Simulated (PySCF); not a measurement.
# P₃⁺: triplet, from a obtuse triangle start

Where does triplet P₃⁺ go from a obtuse triangle start, is the end point a minimum, and what are its modes, charges and moments?

Program: PySCF 2.14.0. Level of theory: PBE0, basis P def2-TZVP, no relativity, density fitting. These are calculated values, not measurements.

## 1. The system as given

3 atoms, charge 1, spin multiplicity 3.

Bond lengths: P1–P2 2.185 Å, P1–P3 2.185 Å. Angles: P2–P1–P3 104.9°.

Z-matrix (Å, degrees; charge 1 multiplicity 3):
```
P
P  1 2.1846
P  1 2.1846 2 104.86
```

## 2. The SCF at the typed geometry

One driver script runs all steps and calls PySCF; scf.py shows how it sets up the SCF of each step. The optimiser is the driver's own. After this first run the driver tries any further starts and a stability analysis.

Input file scf.py:

```python
from pyscf import gto, scf, dft
mol = gto.M(atom='''
P      0.000000     0.000000     0.000000
P      1.731600     1.332000     0.000000
P     -1.731600     1.332000     0.000000''',
    basis={'P': 'def2-TZVP'},
    charge=1, spin=2)
mf = dft.UKS(mol, xc='PBE0')
mf.grids.atom_grid = (50, 194)
aux = {'P': 'def2-universal-JKFIT'}
mf = mf.density_fit(auxbasis=aux)
mf.conv_tol = 1e-08
mf.diis_space = 10
mf.max_cycle = 60
mf.init_guess = 'minao'
mf.verbose = 4
mf.kernel()
```

Command:

```sh
$ OMP_NUM_THREADS=4 python axn.py task.json out
```

After this run come: Relaxation: obtuse triangle start, triplet; Vibrations and properties at this point.

What does the calculation give? Wanted: minimum; geometry; wavenumbers; dipole moment; highest occupied, lowest empty level; polar-tensor charge of P1; zero-point energy; ⟨S²⟩.

**Answer**, as computed:

| quantity | value |
| --- | --- |
| minimum | triplet, C2v |
| geometry | P–P 2.042 Å (×2), P–P 2.494 Å; P–P–P 52.4° (×2), P–P–P 75.3° |
| wavenumbers (cm⁻¹) | 279 (a1), 290 (b2), 626 (a1) |
| dipole moment (centre of mass) | 0.26 D |
| highest occupied, lowest empty level (either spin) | -12.50, -11.12 eV |
| polar-tensor charge of P1 | +0.36 e |
| zero-point energy | 7.1 kJ/mol |
| entropy at 298.15 K | 288.0 J/(mol K) |
| ⟨S²⟩ | 2.079 |

What this shows: The molecule stays C2v, as typed, and the end point is a minimum. In the infrared the band at 279 cm⁻¹ (a1) leads. Other starts or spin states, not run here, may lie lower.
